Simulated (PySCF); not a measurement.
What an electron can do to AlF

PBE0 in PySCF with def2-TZVP on every atom, for the lowest determinant that a PBE0 search found; no spin–orbit coupling.

| species | state (unpaired electrons) | Re (Å) | ωe (cm⁻¹) | energy of the minimum from the neutral (eV) | De (eV) | dissociates to |
| --- | --- | --- | --- | --- | --- | --- |
| AlF | singlet (closed shell) | 1.664 | 787 | 0.00 | 6.76 | Al + F |
| AlF⁺ | doublet (σ ↑) | 1.601 | 939 | 9.55 | 3.29 | Al⁺ + F |

Problem. Work out the lowest energy to break AlF into atoms, from its vibrational ground state.

Solution. D0 = De − ωe/2 = 6.76 − 0.05 = 6.71 eV (PBE0/def2-TZVP).

Problem. Work out the ionisation energy of the Al atom at this level and the threshold of dissociative ionisation.

Solution. IE(Al) = 9.55 + 3.29 − 6.76 = 6.08 eV, so Al⁺ + F + e⁻ appears at D0 + IE(Al) = 12.79 eV (PBE0/def2-TZVP). The measured IE(Al) is 5.986 eV (NIST ASD).

These are thermodynamic thresholds; the onsets seen under electron impact lie higher where the geometry changes, and cross-sections peak well above them.

For an ion De counts to the pair picked by the measured ionisation energies or electron affinities, which need not be the lowest pair at this level. States were picked by a PBE0 search and need not be the measured ground states.
